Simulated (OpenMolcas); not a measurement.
**Predicting a hybrid from its neighbours: CH8BN**

CH8BN has 11 atoms, charge 0, and is taken as a singlet. As SMILES, `[BH3-][NH2+]C`. The shape is that of a PBE0-D4/def2-TZVP optimisation.

The vertical energy of the triplet above the singlet y, in eV, basis cc-pVDZ; a is the functional's share of exact exchange. Programs: OpenMolcas 26.06.

```
functional     program     a  y (eV)
    r2SCAN  OpenMolcas     0    7.39
      BLYP  OpenMolcas     0    7.18
     B3LYP  OpenMolcas   0.2    7.55
      PBE0  OpenMolcas  0.25       ?
     BHLYP  OpenMolcas   0.5    7.94
```

**Question.** Fit y = c + s·a to the known rows and predict PBE0.

**Answer.** 
1. Means of the 4 rows: a = 0.1750, y = 7.515.
2. Σ(Δa)² = 0.1675, Σ(Δa·Δy) = 0.2195, so the slope is 0.2195/0.1675 = 1.3104.
3. Intercept: 7.515 − (1.3104) × 0.1750 = 7.286. The largest residual of the fit is 0.11.
4. PBE0: 7.286 + (1.3104) × 0.25 = 7.61 eV.

The run gave 7.59 eV, so the prediction is off by +0.02 eV, within the largest residual. The rows mix families of semi-local functionals, which the line can't see.
